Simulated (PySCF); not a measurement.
**Vertical excitation energies**

Compound: C3H6F2.
InChI=1S/C3H6F2/c1-3(5)2-4/h3H,2H2,1H3/t3-/m0/s1

Level of theory: PySCF 2.14.0, density-fitted response routines, TDDFT CAM-B3LYP/def2-SVPD, vertical, gas phase, core orbitals frozen in the response. Geometry: PBE0-D3(BJ)/def2-SVP, one conformer, isolated molecule. Torsions of this conformer, `[CH3:1][C@H:2]([F:3])[CH2:4][F:5]`: C1–C2–C4–F5 -173°.

```
state  E (eV)  E (hartree)       f  |μ| (D)     main configurations (H = HOMO, L = LUMO)
   S1    9.09       0.3339   0.010     0.54                                    H→L (86%)
   S2    9.43       0.3467  0.0001     0.06                     H→L+1 (50%), H-1→L (30%)
   S3    9.51       0.3494  0.0047     0.36      H-1→L (42%), H→L+1 (22%), H-2→L+1 (14%)
   S4    9.63       0.3539   0.030     0.91      H-2→L (39%), H-2→L+1 (22%), H-1→L (11%)
   S5    9.83       0.3614   0.071     1.38                                  H→L+2 (81%)
   S6   10.04       0.3691  0.0063     0.41     H-2→L (29%), H-1→L+1 (22%), H-1→L+2 (9%)
   S7   10.16       0.3735   0.043     1.06  H-2→L+1 (23%), H-1→L+2 (21%), H-1→L+1 (19%)
   S8   10.42       0.3830   0.095     1.55    H-1→L+2 (34%), H→L+4 (18%), H-1→L+1 (16%)
   S9   10.44       0.3836  0.0050     0.35      H→L+3 (28%), H→L+4 (21%), H-1→L+2 (12%)
  S10   10.56       0.3882   0.036     0.95      H→L+3 (46%), H-2→L+2 (17%), H→L+4 (13%)
```

Triplets (Tamm–Dancoff): T1 8.84 eV, H→L (74%), H→L+1 (10%); T2 9.09 eV, H→L+1 (50%), H-1→L (12%), H→L+4 (10%); T3 9.21 eV, H-1→L (40%), H-2→L+1 (22%), H→L+1 (10%); T4 9.29 eV, H-2→L (20%), H-2→L+1 (16%), H-1→L (15%).

The lowest singlet comes at 136 nm (877 kJ/mol) in the vacuum ultraviolet; it is weak; its leading configuration is HOMO→LUMO (86%). The most intense listed level is S8 at 10.42 eV (119 nm, f = 0.095), 1.34 eV above S1. Löwdin shares by element: HOMO carbon 39% or more, fluorine 39% (atoms not listed hold the other 21%); LUMO carbon 39% or more, hydrogen 24% or more (atoms not listed hold the other 37%). Orbital energies (eV): HOMO-3 -12.69, HOMO-2 -11.61, HOMO-1 -11.36, HOMO -10.88, LUMO 1.23, LUMO+1 1.87, LUMO+2 2.13. The oscillator strengths of these states sum to 0.301; summed over the whole spectrum of an exact calculation they would give the number of electrons, 42 (Thomas–Reiche–Kuhn). The listed states span 1.48 eV, and the widest gap between neighbours is 0.35 eV (S1 to S2). The vertical ionisation energy (ΔSCF) is 11.95 eV, 1.38 eV above S10. The window holds the lowest 10 singlets.

Time: 89 s wall; peak memory 0.72 GiB. Hardware: one thread, Arm Neoverse V1 (aarch64), no GPU, shared host with 32 logical CPUs at a one-minute load of 12.
